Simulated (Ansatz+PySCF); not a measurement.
Results of a calculation; reference values are marked as such.
Several solutions for singlet LiH2F in separate pieces

| atom | x (Å) | y (Å) | z (Å) |
| --- | --- | --- | --- |
| Li | 0.0000 | 0.0000 | -0.3995 |
| H | 0.0000 | 0.0000 | 1.1984 |
| H | 10.0000 | 0.0000 | -0.8282 |
| F | 10.0000 | 0.0000 | 0.0920 |

Basis set: cc-pVDZ (spherical functions). Charge 0, multiplicity 1.

CASSCF(4,4) was run from several starts with Ansatz (development build ahead of 0.2.0) and PySCF 2.14.0. The starts are those of the Hartree–Fock orbitals from which the active space was taken at the frontier.

| run | program | start | converged | energy (hartree) | <S²> |
| --- | --- | --- | --- | --- | --- |
| A | Ansatz | atomic start, no search | yes | -108.02401 | 0.00 |
| B | Ansatz | stability test followed | yes | -108.02402 | 0.00 |
| C | Ansatz | search for the lowest state | yes | -108.04301 | 0.00 |
| D | PySCF | program defaults | yes | -108.02401 | 0.00 |

**Question.** Which runs reached the lowest solution of this kind, and what is wrong with the others?

**Answer.** C reached the lowest solution found. Converged but too high: A by 0.52 eV, B by 0.52 eV, D by 0.52 eV. Convergence only shows a stationary point; in CASSCF the end hangs on which orbitals enter the active space. Caution: other starts end on other solutions of this active space.
